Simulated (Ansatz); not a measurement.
C₃H₅ClO (`CO/C=C/Cl`) at its PBE0-D4/def2-TZVP geometry, where that method's forces vanish. The species carries charge 0 and has multiplicity 1.

```xyz
10

C    -0.8198   -1.4270    0.3771
O    -0.6525   -0.2761   -0.4232
C     0.2785    0.5895    0.0227
C     0.7998    1.5139   -0.7737
Cl    1.9234    2.6736   -0.1861
H    -1.6672   -1.9745   -0.0317
H     0.0707   -2.0634    0.3466
H    -1.0348   -1.1557    1.4168
H     0.5611    0.5140    1.0708
H     0.5408    1.6058   -1.8192
```

Problem. What forces (eV/Å) does r2SCAN-D4/def2-TZVPP give on these atoms in the Gaussian-basis code of Ansatz? (Estimate.)

Solution. Computed: 
```
C1  -0.067 -0.303  0.196
O2  -0.177  0.085 -0.305
C3   0.125 -0.007  0.315
C4  -0.020  0.071 -0.272
Cl5  0.110  0.125  0.057
H6   0.021  0.019  0.003
H7  -0.002  0.013  0.001
H8   0.007  0.004 -0.008
H9  -0.007 -0.016  0.009
H10  0.010  0.010  0.005
```
